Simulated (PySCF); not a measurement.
# BClH2 (SMILES BCl): RPA@PBE/STO-6G

What is the vertical singlet–triplet gap of BClH2 at RPA@PBE/STO-6G? Input form: a Python script.

The results are computed with PySCF 2.14.0.

## (1) The structure to begin with

BClH2: 4 atoms, total charge 0, spin state singlet. As SMILES, `BCl`. The shape is that of a PBE0-D4/def2-TZVP optimisation.

Bond lengths: B1–Cl2 1.733 Å, B1–H3 1.190 Å, B1–H4 1.190 Å. Angles: Cl2–B1–H3 118.1°, Cl2–B1–H4 118.1°, H3–B1–H4 123.7°.

## (2) The energy at RPA@PBE/STO-6G

The input, job.py:

```python
from pyscf import gto, dft
from pyscf.gw.rpa import RPA

system = gto.M(
    atom=[
    ('B', (-0.116700, 0.021700, -0.075300)),
    ('Cl', (1.365000, -0.395300, 0.721200)),
    ('H', (-1.106200, -0.559500, 0.240400)),
    ('H', (-0.086600, 0.872800, -0.906600)),
],
    verbose=4,
    spin=0,
    max_memory=1860,
    basis='sto-6g',
)

myscf = dft.RKS(system, xc='pbe')
myscf.grids.level = 5
myscf.conv_tol = 1e-10
myscf.kernel()
if not myscf.converged:
    myscf = myscf.newton().run(myscf.mo_coeff, myscf.mo_occ)

rpa = RPA(myscf, frozen=6)
rpa.kernel()
e_exx = myscf.to_hf().energy_tot(myscf.make_rdm1())
e_final = e_exx + rpa.e_corr
print('E = %.10f Eh' % e_final)
```

The run is started by

```console
$ OMP_NUM_THREADS=1 python job.py
```

What it wrote:

```text
PySCF version 2.14.0

[INPUT] num. atoms = 4
[INPUT] num. electrons = 24
[INPUT] charge = 0
[INPUT] spin (= nelec alpha-beta = 2S) = 0
[INPUT] symmetry False subgroup None
[INPUT] Mole.unit = angstrom
[INPUT] Symbol           X                Y                Z      unit          X                Y                Z       unit  Magmom
[INPUT]  1 B     -0.116700000000   0.021700000000  -0.075300000000 AA   -0.220531038737   0.041007056903  -0.142296377180 Bohr   0.0
[INPUT]  2 Cl     1.365000000000  -0.395300000000   0.721200000000 AA    2.579476160031  -0.747008737041   1.362870481036 Bohr   0.0
[INPUT]  3 H     -1.106200000000  -0.559500000000   0.240400000000 AA   -2.090415038994  -1.057301766694   0.454290160345 Bohr   0.0
[INPUT]  4 H     -0.086600000000   0.872800000000  -0.906600000000 AA   -0.163650282387   1.649352961520  -1.713225704531 Bohr   0.0

nuclear repulsion = 37.7830159999581
number of shells = 10
number of NR pGTOs = 96
number of NR cGTOs = 16
basis = sto-6g
ecp = {}

******** <class 'pyscf.dft.rks.RKS'> ********
method = RKS
initial guess = minao
damping factor = 0
level_shift factor = 0
DIIS = <class 'pyscf.scf.diis.CDIIS'>
diis_start_cycle = 1
diis_space = 8
diis_damp = 0
SCF conv_tol = 1e-10
SCF conv_tol_grad = None
SCF max_cycles = 50
direct_scf = True
direct_scf_tol = 1e-13
XC library pyscf.dft.libxc version 7.0.0
    S. Lehtola, C. Steigemann, M. J.T. Oliveira, and M. A.L. Marques.,  SoftwareX 7, 1–5 (2018)
XC functionals = pbe
    J. P. Perdew, K. Burke, and M. Ernzerhof.,  Phys. Rev. Lett. 77, 3865 (1996)
    J. P. Perdew, K. Burke, and M. Ernzerhof.,  Phys. Rev. Lett. 78, 1396 (1997)
    J. P. Perdew, K. Burke, and M. Ernzerhof.,  Phys. Rev. Lett. 77, 3865 (1996)
    J. P. Perdew, K. Burke, and M. Ernzerhof.,  Phys. Rev. Lett. 78, 1396 (1997)
radial grids:
    Treutler-Ahlrichs [JCP 102, 346 (1995); DOI:10.1063/1.469408] (M4) radial grids

becke partition: Becke, JCP 88, 2547 (1988); DOI:10.1063/1.454033
pruning grids: <function nwchem_prune>
grids dens level: 5
symmetrized grids: False
atomic radii adjust function: <function treutler_atomic_radii_adjust>
small_rho_cutoff = 0
Set gradient conv threshold to 1e-05
Initial guess from minao.
tot grids = 133288
init E= -484.130114944714
  HOMO = -0.309386903320205  LUMO = -0.0591160570180584  gap/eV = 6.81022
cycle= 1 E= -484.345701644142  delta_E= -0.216  |g|= 0.237  |ddm|=  2.2
  HOMO = -0.182397632664693  LUMO = -0.0714748215007268  gap/eV = 3.01836
cycle= 2 E= -484.267631965752  delta_E= 0.0781  |g|= 0.517  |ddm|= 1.25
  HOMO = -0.214953963959289  LUMO = -0.0303299732149823  gap/eV = 5.02387
cycle= 3 E= -484.372453301805  delta_E= -0.105  |g|= 0.0138  |ddm|= 0.808
  HOMO = -0.211947553080373  LUMO = -0.0282770540412285  gap/eV = 4.99793
cycle= 4 E= -484.372522562372  delta_E= -6.93e-05  |g|= 0.00508  |ddm|= 0.0351
  HOMO = -0.213057235513099  LUMO = -0.0287455899125593  gap/eV = 5.01538
cycle= 5 E= -484.372536851314  delta_E= -1.43e-05  |g|= 0.000422  |ddm|= 0.011
  HOMO = -0.21311153268995  LUMO = -0.0287240783068772  gap/eV = 5.01744
cycle= 6 E= -484.372536930784  delta_E= -7.95e-08  |g|= 3.51e-05  |ddm|= 0.000693
  HOMO = -0.213116087887606  LUMO = -0.0287227244152525  gap/eV = 5.01760
cycle= 7 E= -484.372536931409  delta_E= -6.25e-10  |g|= 1.13e-06  |ddm|= 7.33e-05
  HOMO = -0.213115948414772  LUMO = -0.0287227240989245  gap/eV = 5.01760
cycle= 8 E= -484.37253693141  delta_E= -7.96e-13  |g|= 7.7e-08  |ddm|= 1.99e-06
  HOMO = -0.213115928711879  LUMO = -0.0287227399302266  gap/eV = 5.01759
Extra cycle  E= -484.372536931409  delta_E= 6.82e-13  |g|= 1.17e-07  |ddm|= 3.75e-07
converged SCF energy = -484.372536931409
ETB for B: l = 0, exps = 0.2185605 * 2^n , n = 0..12
ETB for B: l = 1, exps = 0.2185605 * 2^n , n = 0..9
ETB for B: l = 2, exps = 0.2185605 * 2^n , n = 0..7
ETB for Cl: l = 0, exps = 0.3114636314 * 2^n , n = 0..15
ETB for Cl: l = 1, exps = 0.3114636314 * 2^n , n = 0..13
ETB for Cl: l = 2, exps = 0.3114636314 * 2^n , n = 0..11
ETB for H: l = 0, exps = 0.200224856 * 2^n , n = 0..8

WARN: Even tempered Gaussians are generated as DF auxbasis for  B Cl H

******** <class 'pyscf.gw.rpa.RPA'> ********
method = RPA
nocc = 6  nmo = 10
frozen orbitals = 6
mem_avail = 1725.73  mem_blk = 0.00  auxlen = 219

******** <class 'pyscf.df.df.DF'> ********
auxbasis = auxmol.basis = {'B': [[0, [np.float64(895.223808), 1]], [0, [np.float64(447.611904), 1]], [0, [np.float64(223.805952), 1]], [0, [np.float64(111.902976), 1]], [0, [np.float64(55.951488), 1]], [0, [np.float64(27.975744), 1]], [0, [np.float64(13.987872), 1]], [0, [np.float64(6.993936), 1]], [0, [np.float64(3.496968), 1]], [0, [np.float64(1.748484), 1]], [0, [np.float64(0.874242), 1]], [0, [np.float64(0.437121), 1]], [0, [np.float64(0.2185605), 1]], [1, [np.float64(111.902976), 1]], [1, [np.float64(55.951488), 1]], [1, [np.float64(27.975744), 1]], [1, [np.float64(13.987872), 1]], [1, [np.float64(6.993936), 1]], [1, [np.float64(3.496968), 1]], [1, [np.float64(1.748484), 1]], [1, [np.float64(0.874242), 1]], [1, [np.float64(0.437121), 1]], [1, [np.float64(0.2185605), 1]], [2, [np.float64(27.975744), 1]], [2, [np.float64(13.987872), 1]], [2, [np.float64(6.993936), 1]], [2, [np.float64(3.496968), 1]], [2, [np.float64(1.748484), 1]], [2, [np.float64(0.874242), 1]], [2, [np.float64(0.437121), 1]], [2, [np.float64(0.2185605), 1]]], 'Cl': [[0, [np.float64(10206.0402737152), 1]], [0, [np.float64(5103.0201368576), 1]], [0, [np.float64(2551.5100684288), 1]], [0, [np.float64(1275.7550342144), 1]], [0, [np.float64(637.8775171072), 1]], [0, [np.float64(318.9387585536), 1]], [0, [np.float64(159.4693792768), 1]], [0, [np.float64(79.7346896384), 1]], [0, [np.float64(39.8673448192), 1]], [0, [np.float64(19.9336724096), 1]], [0, [np.float64(9.9668362048), 1]], [0, [np.float64(4.9834181024), 1]], [0, [np.float64(2.4917090512), 1]], [0, [np.float64(1.2458545256), 1]], [0, [np.float64(0.6229272628), 1]], [0, [np.float64(0.3114636314), 1]], [1, [np.float64(2551.5100684288), 1]], [1, [np.float64(1275.7550342144), 1]], [1, [np.float64(637.8775171072), 1]], [1, [np.float64(318.9387585536), 1]], [1, [np.float64(159.4693792768), 1]], [1, [np.float64(79.7346896384), 1]], [1, [np.float64(39.8673448192), 1]], [1, [np.float64(19.9336724096), 1]], [1, [np.float64(9.9668362048), 1]], [1, [np.float64(4.9834181024), 1]], [1, [np.float64(2.4917090512), 1]], [1, [np.float64(1.2458545256), 1]], [1, [np.float64(0.6229272628), 1]], [1, [np.float64(0.3114636314), 1]], [2, [np.float64(637.8775171072), 1]], [2, [np.float64(318.9387585536), 1]], [2, [np.float64(159.4693792768), 1]], [2, [np.float64(79.7346896384), 1]], [2, [np.float64(39.8673448192), 1]], [2, [np.float64(19.9336724096), 1]], [2, [np.float64(9.9668362048), 1]], [2, [np.float64(4.9834181024), 1]], [2, [np.float64(2.4917090512), 1]], [2, [np.float64(1.2458545256), 1]], [2, [np.float64(0.6229272628), 1]], [2, [np.float64(0.3114636314), 1]]], 'H': [[0, [np.float64(51.257563136), 1]], [0, [np.float64(25.628781568), 1]], [0, [np.float64(12.814390784), 1]], [0, [np.float64(6.407195392), 1]], [0, [np.float64(3.203597696), 1]], [0, [np.float64(1.601798848), 1]], [0, [np.float64(0.800899424), 1]], [0, [np.float64(0.400449712), 1]], [0, [np.float64(0.200224856), 1]]]}
Lowest orbital energy difference:  1.8439e-01
E(RPA) = -483.891057343962  E_corr = -0.108348742932897  E_hf = -483.782708601029
E = -483.8908027242 Eh
```

Wall time 2.6 s (1 thread of Arm Neoverse V1, shared host); peak memory 0.18 GiB.

## (3) The triplet

The input, run.py:

```python
from pyscf import gto, dft
from pyscf.gw.urpa import URPA

mol = gto.Mole()
mol.atom = [
    ('B', (-0.116700, 0.021700, -0.075300)),
    ('Cl', (1.365000, -0.395300, 0.721200)),
    ('H', (-1.106200, -0.559500, 0.240400)),
    ('H', (-0.086600, 0.872800, -0.906600)),
]
mol.verbose = 3
mol.basis = 'sto-6g'
mol.spin = 2
mol.max_memory = 1860
mol.build()

calc0 = dft.UKS(mol)
calc0.xc = 'pbe'
calc0.conv_tol = 1e-10
calc0.grids.level = 5
calc0.kernel()
if not calc0.converged:
    calc0 = calc0.newton().run(calc0.mo_coeff, calc0.mo_occ)

rpa = URPA(calc0, frozen=6)
rpa.kernel()
e_exx = calc0.to_hf().energy_tot(calc0.make_rdm1())
energy = e_exx + rpa.e_corr
print('Final energy', energy)
```

The run is started by

```console
$ OMP_NUM_THREADS=1 python run.py
```

What it wrote:

```text
WARN: HOMO -0.059116057018058 >= LUMO -0.309386903320205

WARN: HOMO -0.00133469162390121 >= LUMO -0.215650708931531

WARN: HOMO -0.0123567036416682 >= LUMO -0.218207779424697

WARN: HOMO -0.0161933899673163 >= LUMO -0.218081572999466

WARN: HOMO -0.0151254336774876 >= LUMO -0.218036012561008

WARN: HOMO -0.0152275411896516 >= LUMO -0.218115458383636

WARN: HOMO -0.0152162266776187 >= LUMO -0.218121358148776

WARN: HOMO -0.015215847937156 >= LUMO -0.218121636311259

WARN: HOMO -0.0152156601063483 >= LUMO -0.218121899498395

WARN: HOMO -0.0152156885823096 >= LUMO -0.218121965059205

WARN: HOMO -0.0152156749149751 >= LUMO -0.2181219670011

converged SCF energy = -484.181089381536  <S^2> = 2.0012152  2S+1 = 3.00081

WARN: Even tempered Gaussians are generated as DF auxbasis for  Cl B H

E(URPA) = -483.679160086665  E_corr = -0.122560685801495  E_hf = -483.556599400863
Final energy -483.6806601976327
```

Wall time 4.2 s (1 thread of Arm Neoverse V1, shared host); peak memory 0.19 GiB.

## (4) Summary of results

At RPA@PBE/STO-6G, 6 core orbitals frozen:

| quantity | value |
| --- | --- |
| singlet: total energy | -483.89080 Eh |
| singlet: dipole moment (PBE Kohn–Sham density) | 0.75 D |
| singlet: HOMO energy (PBE Kohn–Sham orbitals) | -5.80 eV |
| singlet: LUMO energy (PBE Kohn–Sham orbitals) | -0.78 eV |
| singlet: HOMO–LUMO gap (PBE Kohn–Sham orbitals) | 5.02 eV |
| singlet: RPA correlation energy (valence) | -108.3 mEh |
| triplet: total energy | -483.68066 Eh |
| triplet: dipole moment (PBE Kohn–Sham density) | 0.13 D |
| triplet: HOMO energy (PBE Kohn–Sham orbitals) (highest over α and β) | -0.41 eV |
| triplet: RPA correlation energy (valence) | -122.6 mEh |
| triplet: ⟨S²⟩ | 2.001 |
| vertical energy of the triplet above the singlet | 5.718 eV |

**Reading.** At this shape the triplet lies 5.72 eV (132 kcal/mol) above the singlet. Mulliken charges (singlet) of the mean-field density run from -0.12 on Cl2 to +0.15 on B1; they depend strongly on the basis. Mulliken charges (triplet) of the mean-field density run from -0.09 on B1 to +0.04 on H3; they depend strongly on the basis.
